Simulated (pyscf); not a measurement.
**Elimination: H₃C–C(CH₃)(CH₃)–O–Ge(OH)(OH)–OH → HO–Ge(OH)(OH)–OH + H₂C=C(CH₃)–CH₃**

Gas phase, singlet surface, charge 0. Bonds broken: O2–C3, C4–H10. Bonds formed: O2–H10. Structures and frequencies: ωB97X-D3(BJ)/def2-SVP in PySCF.

Transition state (Å):

```xyz
21

Ge    -0.0862     1.9808     0.6665
O     -0.3485     0.4640     1.4199
C     -0.5055    -1.3499     0.2014
C     -1.7472    -1.5669     0.8490
C     -0.4687    -0.7288    -1.1563
C      0.7549    -1.9460     0.7343
O     -0.0497     3.3573     1.7858
O     -1.3113     2.4598    -0.5303
O      1.4270     1.8362    -0.2559
H     -1.4196    -0.4533     1.3500
H     -2.6581    -1.4357     0.2553
H     -1.7825    -2.3135     1.6493
H     -0.5302    -1.5559    -1.8868
H      0.4635    -0.1722    -1.3204
H     -1.3248    -0.0588    -1.3149
H      0.6880    -2.1113     1.8169
H      1.6181    -1.3077     0.5075
H      0.8890    -2.9237     0.2358
H      0.2510     3.0811     2.6596
H     -1.8992     3.1323    -0.1666
H      1.5434     2.5842    -0.8535
```

One imaginary mode, 1467i cm⁻¹; descent along it reached the two sides named, in the forms told below.

```json
[
 {"bond": "O2–C3", "change": "breaks", "reactant side (Å)": "1.440", "saddle": "2.191", "product side": "3.3"},
 {"bond": "C4–H10", "change": "breaks", "reactant side (Å)": "1.101", "saddle": "1.264", "product side": "2.224"},
 {"bond": "O2–H10", "change": "forms", "reactant side (Å)": "2.581", "saddle": "1.412", "product side": "0.972"}
]
```

Electronic energies relative to the reactant's lowest minimum found (eV):

```tsv
level	barrier	reaction energy	reverse barrier
ωB97X-D3(BJ)/def2-TZVP	2.63	+0.88	1.75
PBE/def2-TZVP	2.13	+0.55	1.58
r²SCAN/def2-TZVP	2.31	+0.74	1.57
B3LYP-D3(BJ)/def2-TZVP	2.33	+0.67	1.66
PBE0-D3(BJ)/def2-TZVP	2.47	+0.82	1.64
M06-2X/def2-TZVP	2.69	+0.80	1.88
ωB97M-D3(BJ)/def2-TZVP	2.50	+0.73	1.77
HF/def2-TZVP	3.02	+0.38	2.64
```

With ωB97M-D3(BJ)/def2-TZVP energies and thermal terms (ideal gas, 1 atm, RRHO with modes under 100 cm⁻¹ raised to 100, one conformer, R ln 2 for chiral ones without a mode under 150 cm⁻¹), in eV:

```csv
T (K),ΔH‡,ΔG‡,ΔH,ΔG
298,2.32,2.29,+0.63,+0.05
600,2.32,2.27,+0.61,-0.52
900,2.32,2.25,+0.58,-1.08
1200,2.31,2.22,+0.53,-1.63
```

On the product side the descent ends in a complex, 0.30 eV under the separated species and 2.05 eV under the saddle at ωB97X-D3(BJ)/def2-TZVP. This is the saddle that the search found; another between the same sides may lie lower. Elements up to Kr have no core potential and no relativistic terms here.
